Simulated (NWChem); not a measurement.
# Spin states of B

```xyz
1

B      0.0000     0.0000     0.0000
```
Charge 0, spin multiplicity 2.

Program: NWChem.

Basis set: def2-TZVP. The gap is E(quartet) − E(doublet), so a negative value puts the higher spin lower. Open shells are unrestricted, coupled cluster uses restricted open-shell references. The quartet is the single determinant that the SCF runs reached, with unpaired electrons in orbitals of symmetry ag and b1u and b2u (D2h labels); it need not be the lowest quartet, which in molecules with degenerate π orbitals can need several determinants. Where the lowest doublet needs several determinants, the single determinant used here isn't a pure state and places it wrongly.

| method | vertical doublet-quartet gap (kcal/mol) | difference from CCSD(T) |
|---|---|---|
| B3LYP | 83.0 | +1.3 |
| PBE | 75.4 | -6.3 |
| BP86 | 78.3 | -3.3 |
| LDA (SVWN5) | 75.7 | -6.0 |
| HF | 50.5 | -31.2 |
| CCSD(T) | 81.7 | 0.0 |

The values span 32.5 kcal/mol, from HF (lowest) to B3LYP (highest). 

The correlated methods keep 1 core orbital frozen. B3LYP has NWChem's definition, with VWN1-RPA local correlation. The stability of the SCF solutions was not checked. Open-shell Hartree-Fock references start from PBE0 orbitals. Coupled-cluster values serve here as a point of comparison, not as the truth.
